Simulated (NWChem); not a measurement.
# Basis-set convergence for CS

SMILES: [C-]#[S+]
```xyz
2

C      0.0000     0.0000     1.1296
S      0.0000     0.0000    -0.4236
```
Charge 0, spin multiplicity 1.

Everything below was run with NWChem. Structure: optimised with PBE/def2-SVP, a minimum by its harmonic frequencies.

Quantity: dipole moment at the level PBE0.

The Pople sets run with spherical d functions. The structure started from a generated list of species.

| basis | functions | dipole moment (D) |
|---|---|---|
| STO-3G | 14 | (withheld) |
| 6-31G* | 32 | (withheld) |
| cc-pVDZ | 32 | 1.68 |
| 6-31+G* | 40 | 1.68 |
| 6-311G** | 44 | 1.75 |
| def2-SVPD | 47 | 1.85 |
| 6-311++G** | 52 | 1.75 |
| pcseg-2 | 64 | 1.76 |
| def2-TZVPP | 73 | (withheld) |
| def2-TZVPD | 83 | 1.85 |

Task: Complete the blanks.

Result: 
- STO-3G, dipole moment (D): 1.39
- 6-31G*, dipole moment (D): 1.50
- def2-TZVPP, dipole moment (D): 1.83
